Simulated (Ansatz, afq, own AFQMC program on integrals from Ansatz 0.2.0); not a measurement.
## Where AFQMC and coupled cluster stand for PtN₂, triplet

```xyz
3

Pt    0.0000    0.0180    1.7500
N     0.0000   -0.1211   -0.3381
N     0.0000    0.1031   -1.4119
```

Connectivity, by distances: Pt–N–N.

Basis def2-SVP with its core potentials. Only valence electrons are correlated. Integrals, coupled cluster, full CI and functionals: Ansatz 0.2.0; the random walks run on the same integrals in our own AFQMC program. ph-AFQMC/CISD is guided by a CISD state made of CCSD amplitudes; releasing the constraint for a short imaginary time cuts its bias at the price of noise, slowly where states lie close. ± is one standard error of the sampling. No spin–orbit coupling. The metal's outer-core s and p shells are frozen, which shifts wave-function levels against functionals.

Determinant: UHF, the one that the program's search chose, which needn't be the lowest solution. The geometry is a PBE0/def2-TZVP stationary point of this or a neighbouring charge and spin state.

No full CI on the walks' own integrals is used here; CCSDT(Q) serves as the reference and is uncertain by about the last step of the cluster series.

Cautions: no spin-orbit coupling; outer-core shells of the metal frozen; another spin lies lower (by 850 meV); the released energies get too noisy after the second time (errors over twice the walk's own, or jumping), so no released level is given (meV from the phaseless value at times in 1/Eh: -3 ± 6 at 0.24, -10 ± 7 at 0.60, -42 ± 20 at 1.20, -44 ± 13 at 1.80, -27 ± 27 at 2.60).

- T1 diagnostic: 0.0198
- weight of the determinant in the CISD state: 0.829
- ⟨S²⟩ of the determinant: 2.020
- size of the correlated space: 20 electrons in 54 orbitals

```tsv
level	correlation energy (eV)
MP2	-14.3896
CCSD	-14.2427
CCSD(T)	-14.7583
```

**Question.** Estimate where phaseless AFQMC with a CISD trial lies against CCSD(T) on the same integrals.

**Answer.** 3.3 ± 0.6 kJ/mol below CCSD(T).

Reference: CCSDT(Q), correlation energy -14.822 eV.

| level | E − E(reference) (kJ/mol) | share of correlation (%) |
| --- | --- | --- |
| CCSD(T) | 6.2 | 99.57 |
| CCSDT | 5.9 | 99.58 |
| ph-AFQMC/CISD | 2.9 ± 0.6 | 99.80 |

A walk keeps the symmetry of its determinant, which the program's search chose and which needn't be the lowest solution, so a lower state of the same spin and another symmetry isn't excluded.
